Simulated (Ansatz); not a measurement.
Rutile CrO₂, treated with PBE (Ansatz, an electronic-structure program, PAW).

Settings: plane-wave cutoff 520 eV, 14×14×22 k mesh (along the axes of the cell as run), Fermi–Dirac smearing 0.026 eV (set by the program), spin-polarised with parallel moments, scalar-relativistic PAW data made under PBE.

Cell (relaxed at this level):

```xyz
6
Lattice="4.4444 0.0000 0.0000 0.0000 4.4444 0.0000 0.0000 0.0000 2.9208" Properties=species:S:1:pos:R:3 pbc="T T T"
Cr     0.0000     0.0000     0.0000
Cr     2.2222     2.2222     1.4604
O      1.3492     1.3492     0.0000
O      3.5714     0.8730     1.4604
O      0.8730     3.5714     1.4604
O      3.0952     3.0952     0.0000
```

Question: Predict the Poisson ratio, elastic constant C66, elastic constant C12, elastic constant C13, elastic constant C33, elastic constant C11 and elastic constant C44.

Answer: 
- Poisson ratio = 0.284
- elastic constant C66 = 218 GPa
- elastic constant C12 = 201 GPa
- elastic constant C13 = 163 GPa
- elastic constant C33 = 467 GPa
- elastic constant C11 = 298 GPa
- elastic constant C44 = 132 GPa

Elastic constants are with the ions relaxed.

Static lattice: no zero-point or thermal effects.

Cost on a shared machine: around 80 core-minutes (rough).
